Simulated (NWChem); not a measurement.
# Basis-set convergence for dimethylamine (C$_{2}$H$_{7}$N)

```xyz
10

C     -0.2167     0.0184    -1.2073
N      0.5514    -0.1400     0.0000
C     -0.2167     0.0184     1.2073
H     -0.7624     0.9861    -1.2886
H     -0.9733    -0.7815    -1.2786
H      0.4361    -0.0754    -2.0886
H      1.3400     0.5011     0.0000
H     -0.7624     0.9861     1.2886
H      0.4361    -0.0754     2.0886
H     -0.9733    -0.7815     1.2786
```
Charge 0, spin multiplicity 1.

Everything below was run with NWChem. Structure: optimised with PBE0/def2-SVP, a minimum by its harmonic frequencies.

Quantity: dipole moment at the level PBE0.

The Pople sets run with spherical d functions.

```csv
basis,functions,dipole moment (D)
STO-3G,22,1.10
3-21G,41,…
pcseg-1,77,…
def2-SVP,77,0.91
6-311G**,96,0.93
aug-cc-pVDZ,132,0.92
aug-pcseg-1,132,0.91
cc-pVTZ,188,0.85
pcseg-2,188,0.92
def2-TZVPP,191,…
```

Complete the blanks.


- 3-21G, dipole moment (D): 1.08
- pcseg-1, dipole moment (D): 0.98
- def2-TZVPP, dipole moment (D): 0.89
